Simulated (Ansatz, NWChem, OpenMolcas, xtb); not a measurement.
**Ligand exchange: F2 + CH2O2 → HOF + CHFO**

Species: F2 (fluorine), singlet; CH2O2 (formic acid) `O=CO`, singlet; HOF (hypofluorous acid) `OF`, singlet; CHFO `O=CF`, singlet. The partners trade F for OH: F–F and C–OH bonds give way to F–OH and C–F.

Shapes, held fixed at every level: PBE0-D4/def2-TZVP. Flexible molecules stand in one conformer, not always the lowest. Programs: Ansatz 0.2.0, NWChem 7.3.0, OpenMolcas 26.06, xtb 6.7.1. Electronic energies: no zero-point or thermal term.

```
                             level                    kind  ΔE (kJ/mol)
                          GFN2-xTB          semi-empirical        -36.0
                         HF/STO-3G            Hartree–Fock        -17.5
                       HF/def2-SVP            Hartree–Fock       -104.8
                     revPBE/STO-3G                     GGA        -12.2
                       PBE0/STO-3G           global hybrid         -8.4
                      wB97X/STO-3G  range-separated hybrid         -7.2
                     B2PLYP/STO-3G           double hybrid         -7.3
                    BCCD(T)/STO-3G   coupled cluster or CI         +9.2
B3LYP/6-31G* (Cartesian functions)           global hybrid        -83.3
```

B3LYP/6-31G* (Cartesian functions) gives ΔE = -83.3 kJ/mol; the levels span -104.8 to +9.2. They disagree on the sign: 1 of 9 are positive. The median of the levels is -12.2. No measured value is set beside it here. Rows in sets without polarisation functions are far from converged.
